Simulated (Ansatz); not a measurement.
# SiF₂ (triplet): the correlation ladder at a displaced geometry (v2), cc-pVDZ

How much of the correlation energy of SiF₂ (triplet) does each wave-function method recover here?

The runs use Ansatz 0.2.0, Gaussian basis; cc-pVDZ, core rule «outside noble gas», up to 7 orbitals frozen.

To be run: UHF; CCSD(T) on ROHF; CCSD(T) on UHF; BCCD(T) on ROHF; CISD as a restricted active space (open shells left free, so some higher excitations enter); CCSDT(Q) on ROHF; CCSDT(Q) on UHF.

37 further runs of the same task are left out: 9 for a known fault of the program, 11 that didn't finish, 17 set aside as unsound or not needed. Runs told in other sessions of the task aren't counted.

**1. What is computed**

The geometry is a PBE0/def2-TZVP stationary point (not a proven minimum) with its atoms shifted at random (size 0.100 Å).

3 atoms, charge 0, spin multiplicity 3.

Atoms are counted from 1 here; the program's logs count them from 0.

Bond lengths: F1–Si2 1.601 Å, Si2–F3 1.624 Å. Angles: F1–Si2–F3 112.0°.

**2. UHF**

Contents of in.yaml:

```yaml
crystal:
  periodic: [false, false, false]
  atoms:
    - {symbol: F, position_ang: [0.095445, -0.367925, 1.331598]}
    - {symbol: Si, position_ang: [-0.069429, 0.514033, 0.005685]}
    - {symbol: F, position_ang: [0.007192, -0.391975, -1.340002]}
basis:
  gaussian: {orbitals: cc-pVDZ}
magnetization: {spin_polarized: true, initial_magnetization: 2}
hamiltonian: {xc: hf}
output: {orbitals: {seedname: orbitals}}
```

Launch:

```bash
> ansatz run in.yaml --threads 1 --pin off --events-out ev --progress --plain --max-ram 2393MiB
```

Further steps of the session: CCSD(T) on ROHF; CCSD(T) on UHF; BCCD(T) on ROHF; CISD as a restricted active space (open shells left free, so some higher excitations enter); CCSDT(Q) on ROHF; CCSDT(Q) on UHF.

Q: Predict the results of all the runs planned. Wanted: UCCSDT(Q) from the RHF energy; RMP2 from UCCSDT(Q); UMP2 from UCCSDT(Q); RCCSD from UCCSDT(Q); RCCSD(T) from UCCSDT(Q); UCCSD(T) from UCCSDT(Q); RCCSDT(Q) from UCCSDT(Q); T1 diagnostic.

**Answer**, as computed:

| quantity | value |
| --- | --- |
| UCCSDT(Q) from the ROHF energy | -12.1553 eV |
| RMP2 from UCCSDT(Q) | +448.8 meV |
| UMP2 from UCCSDT(Q) | +442.1 meV |
| RCCSD from UCCSDT(Q) | +252.1 meV |
| RCCSD(T) from UCCSDT(Q) | +45.3 meV |
| UCCSD(T) from UCCSDT(Q) | +44.8 meV |
| RCCSDT(Q) from UCCSDT(Q) | +4.4 meV |
| levels within 1 kcal/mol (43 meV) | BCCD(T), RCCSDT, UCCSDT, RCCSDT(Q) |
| T1 diagnostic | 0.019 |

What this shows: RCCSD(T) misses by +45.3 meV, 0.4 % of the correlation energy. These misses are within one basis, not against nature; the frozen cores of restricted and unrestricted runs differ, which can shift their rows.

With open shells the CI space here admits some higher excitations, so it is larger than plain CISD.
